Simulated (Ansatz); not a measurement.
```csv
atom,x (Å),y (Å),z (Å)
N,0.5500,0.0000,4.3000
N,-0.5500,0.0000,4.3000
F,0.7100,0.0000,0.0000
F,-0.7100,0.0000,0.0000
```

RHF on singlet N₂F₂ in separate pieces was run in several spherical basis sets with Ansatz (development build ahead of 0.2.0).

Task: Rank the basis sets by the total energy that they give, lowest first, with the distance from the lowest.
A. 6-31G
B. cc-pVDZ
C. def2-SVP

Result: B (0.00 eV), A (3.40 eV), C (7.65 eV).

Totals follow the description of the cores as much as that of the bonds, so this order isn't one of quality for chemistry.
